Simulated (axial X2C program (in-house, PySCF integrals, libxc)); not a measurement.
# Spectroscopic constants of MgC⁻

All values were computed with an axial X2C code built on PySCF integrals. Spin-free means the one-electron spin-free X2C Hamiltonian; two-component (2c) means X2C with spin–orbit coupling and atomic mean-field two-electron Coulomb and Gaunt terms, so the difference of the two also holds small scalar two-electron terms. Basis: Mg dyall-av3z [10s9p6d4f], C dyall-av3z [8s7p3d2f] (cores contracted in-house); Gaussian nuclei, density fitting, unrestricted open shells. Masses: Mg 23.985 u, C 12.000 u.

Input file and command:
```json
{"zs": [12, 6], "q": -1, "bas": ["dyall-av3z", "dyall-av3z"], "levels": ["PBE0", "HF", "PBEsol"], "cc": true, "r0": 1.99, "thr": -2.0, "nmax": 90, "npts": 10, "nst": 2, "ntry": 6}
```
```bash
python so2c.py task.json out
```

Keys: zs atomic numbers; q charge; bas basis sets; levels methods; cc coupled cluster on or off; r0 starting distance in Å; thr threshold in hartree for freezing inner shells (an s shell follows its p shell); nmax most natural virtual spinors; npts points on the curve; nst determinants followed; ntry starts of the search. HF also brings MP2.

State, spin-free: M_S = 3/2, Λ = 0 (beyond evenly filled blocks: σα, π+α, π-α); electrons by block: σα: 7, σβ: 6, π+α: 2, π+β: 1, π-α: 2, π-β: 1. Fragments: Mg + C-.

State, 2c: Ω = 3/2 (⟨Sz⟩ = 1.50, ⟨Lz⟩ = 0.00 at PBE0); electrons by block: 1/2: 8, -1/2: 8, 3/2: 2, -3/2: 1. Fragments: Mg + C-.

```csv
Hamiltonian,level,Re (Å),ωe (cm⁻¹),ωexe (cm⁻¹),αe (cm⁻¹),De (eV),k (mdyn/Å),μ (D)
spin-free,PBE0,2.188,425.9,4.94,0.00663,1.54,0.855,0.78
spin-free,HF,2.202,416.6,4.91,0.00663,1.35,0.818,2.50
spin-free,MP2,2.220,414.7,4.54,0.00627,1.44,0.81,n/a
spin-free,CCSD,2.211,417.6,4.68,0.00635,1.47,0.822,n/a
spin-free,CCSD(T),2.209,420.1,4.63,0.00629,1.51,0.832,n/a
spin-free,PBEsol,2.172,440.5,5.07,0.00657,1.66,0.914,0.44
2c,PBE0,2.188,425.8,4.94,0.00663,1.54,0.854,0.78
2c,HF,2.195,422.1,4.43,0.00657,1.37,0.84,2.27
2c,CCSD,2.220,410.1,4.7,0.00632,1.44,0.792,n/a
2c,CCSD(T),2.217,412.9,4.67,0.0063,1.48,0.803,n/a
2c,PBEsol,2.172,440.4,5.07,0.00657,1.66,0.914,0.44
```

Correlated methods: 7 electrons correlated (number of frozen shells: Mg 2 s, 1 p; C 1 s), 277 virtual spin orbitals or spinors in MP2, 90 natural virtuals in coupled cluster.

Dipoles are positive if C is the positive end and refer to the centre of mass.

The state is one determinant whose occupation by symmetry is held fixed; it was picked as the lowest of a PBE0 search that is not exhaustive. De is counted from the lowest determinant-based energies of the atoms at the same level, without counterpoise correction. Density functionals use the spin component along the axis (collinear). Coupled cluster ran in a truncated set of natural virtual spinors; the MP2 energy of the rest was added. (T) has no such correction and the atoms are truncated less, which lowers De at CCSD(T) by a hundredth of an eV or more. PBE0 can misorder states that lie within some tenths of an eV, so this need not be the ground state of the molecule. The nearest other spin-free determinant of the search, M_S = 1/2, Λ = 0, lies 0.47 eV up at the distance of the search. Without a current term, density functionals place determinants with orbital angular momentum somewhat too high. With several unpaired electrons one determinant need not be a pure state. The highest occupied level of some functionals is positive through self-interaction error; at Hartree–Fock it is bound. This is the top spin component of a Σ state; components of lower Ω are not single determinants and can lie lower. The T1 diagnostic is large, a sign of multireference character. Hartree–Fock gets electron affinities wrong, so its lowest charge split need not be the true one.

No reliable constants came from MP2 (2c): no minimum in range, unconverged points, a curve that is not smooth, a change of character along it, or the two Hamiltonians disagreeing along it.

Rough cost a point (2c) on 1 thread(s) of a shared host, integrals apart: PBE0 0.8 s, HF 0.7 s, CCSD(T) 5 s, PBEsol 0.5 s.

The whole task took 2 min on 1 thread of Arm Neoverse V1 (shared host).
